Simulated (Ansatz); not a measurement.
1T (CdI2-type) HfTe2 (structure not from a measured cell), treated with LDA in Ansatz (PAW).

Numerical settings: plane-wave cutoff 500 eV, 12×12×6 k mesh (along the axes of the cell as run), Fermi–Dirac smearing 0.05 eV, scalar-relativistic PAW data made under PBE.

Computed at the level's own relaxed cell.

Q: Predict the volume per atom, lattice constant a and lattice parameter c.

A: 
* **volume per atom**: 27.64 Å³/atom
* **lattice constant a**: 3.838 Å
* **lattice parameter c**: 6.500 Å

Note: the relaxation could not lower the start's symmetry, so the cell can be a saddle point above a distorted one.

Spin–orbit coupling is not included.

Ansatz is a quantum-chemistry and plane-wave program.
